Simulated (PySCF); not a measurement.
Highest orbital energy against ionisation energy along the alkali metals

Calculated with PySCF 2.14, no spin-orbit coupling. Each cell gives −ε(HOMO) / ΔSCF in eV; NIST values include spin-orbit coupling, (s) semi-empirical, (t) theoretical.

| species | UHF | LDA | PBE | PBE0 | r2SCAN | NIST (lowest levels) |
| --- | --- | --- | --- | --- | --- | --- |
| Li (aug-cc-pVQZ-DK, spin-free X2C) | 5.344 / 5.343 | 3.164 / 5.471 | 3.223 / 5.585 | 3.828 / 5.568 | 3.258 / 5.390 | 5.392 |
| K (aug-cc-pVQZ-X2C, spin-free X2C) | 4.032 / 4.023 | 2.635 / 4.550 | 2.550 / 4.470 | 3.002 / 4.398 | 2.604 / 4.270 | 4.341 |
| Rb (aug-cc-pVQZ-X2C, spin-free X2C) | 3.816 / 3.804 | 2.548 / 4.403 | 2.438 / 4.289 | 2.869 / 4.210 | 2.498 / 4.091 | 4.177 |
| Cs (aug-cc-pVQZ-X2C, spin-free X2C) | 3.495 / 3.480 | 2.387 / 4.108 | 2.267 / 3.980 | 2.662 / 3.899 | 2.318 / 3.781 | 3.894 |

How far is −ε(HOMO) from ΔSCF on average for each method, and why?

UHF 0.01 eV; LDA -1.95 eV; PBE -1.96 eV; PBE0 -1.43 eV; r2SCAN -1.71 eV. Hartree-Fock orbital energies lack relaxation and so exceed the ΔSCF value; semilocal functionals have convex E(N) from self-interaction, so their HOMO lies far too high; exact exchange moves hybrids part of the way back.
